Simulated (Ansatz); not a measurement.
Consider the isomerisation: `C=C1C=CC1=C` → `C12C3C1C1C2C31`.

Computed with Ansatz on PBE0-D4/def2-TZVP structures; ΔE is electronic, products minus reactants. CCSD(T)/CBS adds triple-zeta CCSD(T) − MP2 to the extrapolated MP2 energy (def2 sets, frozen cores). Functionals use def2-TZVPP.

`C=C1C=CC1=C`:

Z-matrix (Å, degrees):
```
C
C 1 1.325
H 1 1.083 2 121.0
H 1 1.084 2 121.4 3 -180.0
C 2 1.474 1 137.2 3 180.0
C 2 1.504 1 135.7 3 0.0
C 5 1.355 2 92.9 1 -180.0
H 5 1.082 2 133.2 1 0.0
C 6 1.325 2 135.7 1 -0.0
H 7 1.082 5 133.9 2 180.0
H 9 1.084 6 121.4 2 -180.0
H 9 1.083 6 121.0 2 0.0
```

`C12C3C1C1C2C31`:

Z-matrix (Å, degrees):
```
C
C 1 1.547
C 1 1.512 2 90.0
C 1 1.512 2 90.0 3 -60.0
H 1 1.081 2 132.8 3 150.0
C 2 1.512 1 90.0 3 -0.0
C 2 1.512 1 90.0 3 60.0
H 2 1.081 1 132.8 3 -150.0
H 3 1.081 1 129.4 2 151.6
H 4 1.081 1 129.4 2 -151.6
H 6 1.081 2 129.4 1 -151.6
H 7 1.081 2 129.5 1 151.6
```

CCSD(T)/CBS gives +52.0 kcal/mol.

(1) Another level gave +53.6 kcal/mol. Which?
A. PBE0/def2-TZVPP
B. CAM-B3LYP-D4/def2-TZVPP
C. BLYP/def2-TZVPP
D. BHLYP-D4/def2-TZVPP

Largest T1 diagnostic among the species: 0.013.

Results:

(1) B. CAM-B3LYP-D4 53.6, PBE0 44.0, BHLYP-D4 57.8, BLYP 66.8 kcal/mol.

From BLYP to BHLYP (50 % exact exchange), in def2-TZVPP and without D4, ΔE moves by −9.2 kcal/mol. At CCSD(T), def2-SVP lies −1.1 kcal/mol from the extrapolated value and def2-TZVPP −0.3 kcal/mol. In def2-TZVPP, CCSD(T) changes the Hartree–Fock value by −10.9 kcal/mol (the triples alone add +0.9 kcal/mol) and MP2 by −16.5 kcal/mol.
